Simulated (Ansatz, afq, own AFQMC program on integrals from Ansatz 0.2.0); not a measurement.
Where AFQMC and coupled cluster stand for SiH3, doublet

```xyz
4

Si    0.0000    0.0000   -0.0804
H     1.3052   -0.0002    0.7466
H    -0.6524    1.1304    0.7466
H    -0.6528   -1.1302    0.7466
```

Basis aug-cc-pVDZ. Noble-gas cores (and the filled d shells of Ga–Kr and In–Xe) are frozen. AFQMC by an in-house program on the Cholesky factors that Ansatz 0.2.0 writes for its CCSD(T) run. ph-AFQMC/CISD is guided by a CISD state made of CCSD amplitudes; releasing the constraint for a short imaginary time cuts its bias at the price of noise, slowly where states lie close. Error bars are statistical, one sigma.

Determinant: UHF, the one that the program's search chose, which needn't be the lowest solution. The geometry is a PBE0/def2-TZVPD stationary point of this or a neighbouring charge and spin state.

No full CI on the walks' own integrals is used here; CCSDT(Q) serves as the reference and is uncertain by about the last step of the cluster series.

Cautions: the released energies are still falling, so no released level is given (meV from the phaseless value at times in 1/Eh: -3 ± 6 at 0.24, -9 ± 5 at 0.50, -10 ± 4 at 1.00, -15 ± 5 at 1.50), though the last usable value meets CCSDT(Q) within the noise.

* T1 diagnostic: 0.0151
* weight of the determinant in the CISD state: 0.918
* ⟨S²⟩ of the determinant: 0.754
* size of the correlated space: 7 electrons in 49 orbitals

Reference: CCSDT(Q), correlation energy -3.638 eV.

```json
{"level": "HF", "E − E(reference) (kJ/mol)": "351.0", "share of correlation (%)": "0.00"}
{"level": "MP2", "E − E(reference) (kJ/mol)": "85.5", "share of correlation (%)": "75.65"}
{"level": "CCSD", "E − E(reference) (kJ/mol)": "10.5", "share of correlation (%)": "97.02"}
{"level": "CCSD(T)", "E − E(reference) (kJ/mol)": "2.4", "share of correlation (%)": "99.30"}
{"level": "CCSDT", "E − E(reference) (kJ/mol)": "0.2", "share of correlation (%)": "99.95"}
{"level": "ph-AFQMC/CISD", "E − E(reference) (kJ/mol)": "1.4 ± 0.8", "share of correlation (%)": "99.61"}
```

A walk keeps the symmetry of its determinant, which the program's search chose and which needn't be the lowest solution, so a lower state of the same spin and another symmetry isn't excluded.
